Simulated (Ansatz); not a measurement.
**C₂H₅FS₂: one species, many methods**

An exercise on one series of results from a longer session: the logs are not shown, and one member is left open.

Program: Ansatz 0.2.0, Gaussian basis. Level of theory: functionals in def2-TZVPP, the program's frozen cores in correlated methods. These are calculated values, not measurements.

Plan: PBE-D4, r2SCAN-D4, PBE0-D4, B3LYP-D4, ωB97X-V, ωB97M-V, B2PLYP; CCSD(T)/def2-TZVPP; MP2/def2-QZVPP; extrapolation to the limit.

**The geometry**

An earlier PBE0-D4 in a triple-zeta def2 set relaxation fixed the geometry.

10 atoms, charge 0, spin multiplicity 1.

Atoms are counted from 1 here; the program's logs count them from 0.

Bond lengths: C1–S2 1.805 Å, C1–H6 1.088 Å, C1–H7 1.089 Å, C1–H8 1.092 Å, S2–S3 2.032 Å, S3–C4 1.790 Å, C4–F5 1.376 Å, C4–H9 1.091 Å, C4–H10 1.095 Å. Angles: S2–C1–H6 110.9°, S2–C1–H7 110.5°, S2–C1–H8 105.8°, H6–C1–H7 110.5°, H6–C1–H8 109.6°, H7–C1–H8 109.3°, C1–S2–S3 103.0°, S2–S3–C4 102.9°, S3–C4–F5 112.8°, S3–C4–H9 109.8°, S3–C4–H10 106.4°, F5–C4–H9 108.3°, F5–C4–H10 108.6°, H9–C4–H10 111.0°.

Coordinates:

```xyz
10
C2H5FS2
C    -1.04214    1.09964   -1.03844
S    -1.36292   -0.59166   -0.49614
S     0.48783   -1.43092   -0.49431
C     1.12622   -0.98673    1.11781
F     1.54537    0.32268    1.18445
H    -0.43961    1.63397   -0.30638
H    -0.55257    1.10198   -2.01135
H    -2.02150    1.57580   -1.12564
H     0.35507   -1.13833    1.87446
H     1.98733   -1.63774    1.29844
```

The first run:

File in.yaml:

```yaml
crystal:
  periodic: [false, false, false]
  atoms:
    - {symbol: C, position_ang: [-1.042137, 1.099641, -1.038444]}
    - {symbol: S, position_ang: [-1.362915, -0.591659, -0.496143]}
    - {symbol: S, position_ang: [0.487831, -1.430917, -0.494309]}
    - {symbol: C, position_ang: [1.126223, -0.986727, 1.117809]}
    - {symbol: F, position_ang: [1.545373, 0.322677, 1.184452]}
    - {symbol: H, position_ang: [-0.439607, 1.633966, -0.306378]}
    - {symbol: H, position_ang: [-0.552567, 1.101981, -2.011347]}
    - {symbol: H, position_ang: [-2.021505, 1.575799, -1.125636]}
    - {symbol: H, position_ang: [0.355075, -1.138325, 1.874462]}
    - {symbol: H, position_ang: [1.987329, -1.637737, 1.298435]}
basis:
  gaussian: {orbitals: def2-TZVPP}
hamiltonian: {xc: pbe, dispersion: d4}
output: {forces: true, orbitals: {seedname: orbitals}}
```

On the command line:

```sh
$ ansatz run in.yaml --threads 4 --pin off --events-out ev --progress --plain --max-ram 10444MiB
```

Steps of the session up to this table: PBE-D4 (GGA); r2SCAN-D4 (meta-GGA); PBE0-D4 (hybrid); B3LYP-D4 (hybrid); ωB97X-V (range-separated); ωB97M-V (range-separated); B2PLYP (double hybrid); CCSD(T) in def2-TZVPP; MP2 in def2-QZVPP.

One table of the session follows, with a row left open; its other results are not shown here.

| method | atomisation energy (kJ/mol) |
| --- | --- |
| PBE-D4 | 3626.4 |
| r2SCAN-D4 | 3537.7 |
| PBE0-D4 | 3542.5 |
| B3LYP-D4 | 3508.9 |
| ωB97X-V | 3533.2 |
| ωB97M-V | ? |
| B2PLYP | 3463.4 |
| HF/def2-TZVPP | 2467.1 |
| MP2/def2-TZVPP | 3472.9 |
| CCSD/def2-TZVPP | 3339.7 |
| CCSD(T)/def2-TZVPP | 3404.8 |
| MP2/CBS | 3581.8 |
| CCSD(T)/CBS | 3513.8 |

Estimate the missing values for ωB97M-V.

**Answer.** atomisation energy (kJ/mol): 3538.9. In the column «atomisation energy (kJ/mol)» it lies between r2SCAN-D4 (3537.7) and PBE0-D4 (3542.5).
